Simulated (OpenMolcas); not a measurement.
Potential curves of NH⁺: spin-free states

Calculated with OpenMolcas 26.06: state-averaged CASSCF(5,5) over N 2s 2p, H 1s, XMS-CASPT2 (IPEA 0.25, imaginary shift 0.2 hartree), scalar X2C, ANO-RCC-VTZP, then RASSI spin–orbit state interaction with atomic mean-field integrals. C2 symmetry about the axis (a holds Σ, Δ, Γ; b holds Π, Φ, H; Σ⁺ and Σ⁻ are not told apart); roots by multiplicity and irrep: 4a 1, 2b 4, 2a 4.

XMS-CASPT2 energies in eV from the lowest point. Curves are followed by energy order within each symmetry, so they are adiabatic and may change character at avoided crossings; Σ⁺ and Σ⁻ are counted together.

| R (Å) | (1)2Π | (1)4Σ | (1)2Σ | (1)2Δ | (2)2Σ |
| --- | --- | --- | --- | --- | --- |
| 0.950 | 0.301 | 0.453 | 3.829 | 3.521 | 5.084 |
| 1.006 | 0.075 | 0.210 | 3.422 | 3.223 | 4.758 |
| 1.055 | 0.000 | 0.114 | 3.179 | 3.073 | 4.586 |
| 1.105 | 0.011 | 0.101 | 3.022 | 3.015 | 4.499 |
| 1.160 | 0.095 | 0.155 | 2.920 | 3.017 | 4.473 |
| 1.216 | 0.245 | 0.258 | 2.874 | 3.068 | 4.507 |
| 1.293 | 0.502 | 0.452 | 2.872 | 3.189 | 4.607 |
| 1.392 | 0.883 | 0.745 | 2.939 | 3.417 | 4.778 |
| 1.547 | 1.495 | 1.220 | 3.116 | 3.790 | 5.099 |
| 1.768 | 2.455 | 1.844 | 3.419 | 4.341 | 5.558 |
| 2.099 | 3.400 | 2.597 | 3.872 | 5.089 | 6.037 |
| 2.542 | 4.108 | 3.304 | 4.275 | 5.848 | 6.279 |

Only roots inside an energy window near the equilibrium distance were included, so the list of states is not complete; labels number the states computed. Each spin and symmetry block has orbitals of its own, averaged over its own roots, so gaps between blocks are less sure than gaps within one and near the minimum can be off by tenths of an eV, in bad cases by more. No Rydberg orbitals are active, so Rydberg states, and σ→σ* states whose orbital the CASSCF left unused, can be missing between those listed. At stretched bonds a block can hold a wrong CASSCF solution and miss its lowest state; points past a visible jump are left out. No roots were computed in block 4b (none fell in the window or the block failed), so states of that kind are missing and can lie low or lowest. Points that failed a check (symmetry, reference weights, a jump) are left out.
